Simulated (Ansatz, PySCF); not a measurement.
Gas-phase reaction in SMILES: COC=O → [CH]=O (CHO) + C[O] (CH3O) (the C-O bond breaks)

Quantity: bond dissociation energy (enthalpy at 298 K), in kcal/mol. Conventions: dispersion terms only where a functional's name holds one; spin-orbit terms left out; 6-311+G** with 5d; non-relativistic; frozen cores in correlated levels; 6-31G* and kin with 6d, 5d where marked; UHF or UKS for open shells. CBS marks a two-point X^-3 extrapolation of the correlation energy; Hartree-Fock from the larger set. [CCSD(T)-MP2]/basis is that difference in the basis named. Ab initio and DFT rows: single points at B3LYP-D3(BJ) geometries (Ansatz, a quantum-chemistry and plane-wave program), with unscaled harmonic terms from B3LYP/6-31G* at its own minima.

Measured values: Active Thermochemical Tables 1.112 (ions: stationary electron), as tabulated in the package chemicals; G2/97 table in ASE (Curtiss et al.); they hold spin-orbit and core effects, anharmonicity and other conformers. 

Value to compare with, the measured value: 99.6 kcal/mol.

```csv
level,program,bond dissociation energy (enthalpy at 298 K) (kcal/mol),error
PBE/6-31G*,Ansatz,101.0,1.4
BLYP/6-31G*,Ansatz,93.9,-5.7
BP86/def2-SVP,PySCF,99.2,-0.4
B3LYP/def2-SVP,Ansatz,96.1,-3.5
PBE0/6-31G*,Ansatz,99.6,0.0
M06-2X/6-311+G**,PySCF,100.3,0.7
r2SCAN-D4/def2-TZVPD,Ansatz + dftd4,94.9,-4.7
B2PLYP-D3(BJ)/def2-TZVPD,Ansatz + dftd3,96.8,-2.8
"RI-MP2/CBS(aug-cc-pVTZ,aug-cc-pVQZ)+[CCSD(T)-MP2]/aug-cc-pVTZ",Ansatz,100.9,1.3
```

Among the 6 habitual levels, BLYP/6-31G* lies farthest from the measured value (-5.7 kcal/mol); 2 of 6 lie above it, and their mean absolute error is 2.0 kcal/mol, the median 1.0. One case shows no general order.

The levels are drawn from those run, B3LYP/6-31G* more often than the rest, none by its result; runs whose electronic state is in doubt are left out.
